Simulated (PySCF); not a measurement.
## Ionisation energy of Cl by level of theory

Cl [Ne] 3s2 3p5 (2P) → Cl⁺ [Ne] 3s2 3p4 (3P), as a difference of total energies. All numbers are calculated (PySCF 2.14, no relativity, point nucleus, in aug-cc-pV(T+d)Z with one added diffuse shell each of s, p, d, f type (7s6p5d3f, 71 functions)). Correlated levels: valence: [Ne] frozen. The calculations carry no spin-orbit coupling.

```csv
method,ionisation energy (eV),error (eV)
UHF,11.773,-1.201
MP2 (valence),12.769,-0.205
SCS-MP2 (valence),12.768,-0.206
CCSD (valence),12.728,-0.246
CCSD(T) (valence),12.778,-0.196
```

Reference: 12.974 eV (measured; NIST levels, between the centres of gravity of the two terms).

Errors of the correlated levels include the incompleteness of this basis and the frozen core.
